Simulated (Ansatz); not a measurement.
Species, as SMILES: F[B]F, doublet.
Atoms: B1, F2, F3. Bonds: B1-F2, B1-F3.

How fast the optimised B1-F2 bond length converges with the basis for several methods (Ansatz, a first-principles code): deviation from each method's own reference, in Å. References: B3LYP 1.3075 Å, the value in def2-QZVPPD; HF 1.2903 Å, the value in def2-QZVPPD; MP2 1.3084 Å, the value in def2-QZVPP; PBE 1.3170 Å, the value in def2-QZVPPD. All functions are spherical. In correlated methods cores are frozen. Open shells are unrestricted. No added dispersion term, no relativity. The reference of a correlated method is not its basis-set limit, which lies further on.

```json
[
 {"basis": "def2-SVP", "functions": "42", "B3LYP": "0.0017", "HF": "0.0073", "MP2": "0.0057", "PBE": "0.0014"},
 {"basis": "6-311+G**", "functions": "66", "B3LYP": "0.0072", "HF": "0.0079", "MP2": "0.0078", "PBE": "0.0076"},
 {"basis": "aug-cc-pVDZ", "functions": "69", "B3LYP": "0.0191", "HF": "0.0234", "MP2": "0.0326", "PBE": "0.0198"},
 {"basis": "cc-pVTZ", "functions": "90", "B3LYP": "0.0020", "HF": "0.0022", "MP2": "0.0026", "PBE": "0.0017"},
 {"basis": "def2-TZVPP", "functions": "93", "B3LYP": "0.0027", "HF": "0.0032", "MP2": "0.0041", "PBE": "0.0025"},
 {"basis": "6-311++G(3df,3pd)", "functions": "117", "B3LYP": "-0.0016", "HF": "-0.0016", "MP2": "-0.0016", "PBE": "-0.0016"},
 {"basis": "aug-cc-pVTZ", "functions": "138", "B3LYP": "0.0026", "HF": "0.0024", "MP2": "0.0052", "PBE": "0.0024"},
 {"basis": "def2-QZVPP", "functions": "171", "B3LYP": "0.0002", "HF": "0.0001", "MP2": "0.0000", "PBE": "0.0003"}
]
```

Mean absolute deviation over 6-311+G**, cc-pVTZ, def2-TZVPP, 6-311++G(3df,3pd), aug-cc-pVTZ: PBE 0.0032, B3LYP 0.0032, HF 0.0035, MP2 0.0043 Å.
